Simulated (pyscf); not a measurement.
# Substitution at O: `[OH][SiH]([OH])[F]` + `[H]` [doublet] → `[OH][SiH]([OH])[F]` + `[H]` [doublet]

Gas phase, doublet surface, charge 0. Bonds broken: O7–H8. Bonds formed: H5–O7. Single points on ωB97X-D3(BJ)/def2-SVP structures (PySCF, gas phase).

Transition state (Å):

```xyz
8

O     -2.3368     0.0867    -0.8780
Si    -0.9805     0.2153     0.0331
F     -0.8863    -1.0104     1.0852
H     -2.3906    -0.6169    -1.5336
H      1.0915    -0.9175    -0.7096
H     -1.0420     1.4742     0.7867
O      0.4611     0.0308    -0.9044
H      0.5189     0.9616    -1.5632
```

One imaginary mode, 2865i cm⁻¹; descent along it reached the two sides named.

| bond | change | reactant side (Å) | saddle | product side |
|---|---|---|---|---|
| O7–H8 | breaks | 0.962 | 1.142 | 3.2 |
| H5–O7 | forms | 3.3 | 1.155 | 0.963 |

Electronic energies relative to the separated reactants (kcal/mol):

```tsv
level	barrier	reaction energy	reverse barrier
ωB97X-D3(BJ)/def2-TZVP	37.5	0.0	37.5
PBE/def2-TZVP	24.7	0.0	24.7
r²SCAN/def2-TZVP	27.4	0.0	27.4
B3LYP-D3(BJ)/def2-TZVP	28.6	0.0	28.6
PBE0-D3(BJ)/def2-TZVP	31.0	0.0	31.0
M06-2X/def2-TZVP	34.4	0.0	34.4
ωB97M-D3(BJ)/def2-TZVP	33.9	0.0	33.9
HF/def2-TZVP	56.9	0.0	56.9
```

With ωB97M-D3(BJ)/def2-TZVP energies and thermal terms (ideal gas, 1 atm, RRHO with modes under 100 cm⁻¹ raised to 100, one conformer, R ln 2 for chiral ones without a mode under 150 cm⁻¹), in kcal/mol:

```json
[
 {"T (K)": "298", "ΔH‡": "30.6", "ΔG‡": "37.6", "ΔH": "0.0", "ΔG": "0.0"},
 {"T (K)": "600", "ΔH‡": "30.5", "ΔG‡": "44.8", "ΔH": "0.0", "ΔG": "0.0"},
 {"T (K)": "900", "ΔH‡": "30.4", "ΔG‡": "51.9", "ΔH": "0.0", "ΔG": "0.0"},
 {"T (K)": "1200", "ΔH‡": "30.4", "ΔG‡": "59.1", "ΔH": "0.0", "ΔG": "0.0"}
]
```

Another saddle between the same species, by other bonds, lies lower (13.8 kcal/mol against 33.9 kcal/mol at ωB97M-D3(BJ)). The angle at the attacked O is 138°.
